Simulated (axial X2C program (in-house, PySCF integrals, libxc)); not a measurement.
Levels of AlF⁺ by electron attachment to AlF²⁺ (EOM-EA-CCSD)

Calculated with an axial X2C code built on PySCF integrals: two-component X2C with atomic mean-field Coulomb and Gaunt terms, Gaussian nuclei, basis Al dyall-av3z, F dyall-av3z with contracted cores.

R = 1.757 Å (1.090 times 1.612 Å, the PBE0 minimum at charge 1 for the lowest determinant).

Levels of AlF⁺ obtained by attaching an electron to AlF²⁺:

```
  Ω  binding energy (eV)  above lowest (cm⁻¹)                 attached spinor  one-particle weight
1/2               18.506                    0  57% Al sσ, 25% Al pσ, 14% F pσ                 0.98
1/2               13.240                42474             84% Al pπ, 7% Al dπ                 0.97
3/2               13.225                42592             84% Al pπ, 7% Al dπ                 0.97
1/2               10.947                60961   46% Al pσ, 33% Al dσ, 9% F sσ                 0.70
```

(1) What is the splitting of the first π pair in the table, and is it regular or inverted?

This point took 13 s on 1 thread of Intel(R) Xeon(R) Processor @ 2.30GHz (shared host).

Reference electrons by ω block (each with its −ω partner): 1/2: 8, 3/2: 2. 8 electrons of AlF²⁺ correlated (inner shells frozen), 92 natural virtual spinors (a truncated set); levels can be off by some tenths of an eV. Roots sought by Ω: (1/2: 5, 3/2: 4, 5/2: 2, 7/2: 1); the list ends where they run out and leaves out roots under 60 % one-particle weight. The solver can skip a root, and states that need a further excitation, which the method places far too high, are missing though they may lie low or lowest. T1 of the reference 0.031 (Lee–Taylor). The reference was not checked to be the lowest state of its species. Number of frozen shells: Al 2 s, 1 p; F 1 s. Large amplitudes in the reference (orbital relaxation or multireference character) lower the reliability.

Results:

(1) E(3/2) − E(1/2) = 42592 − 42474 = 118 cm⁻¹ at EOM-EA-CCSD: regular, Ω = 1/2 lower. Splittings at this level can be off by ten to twenty per cent.
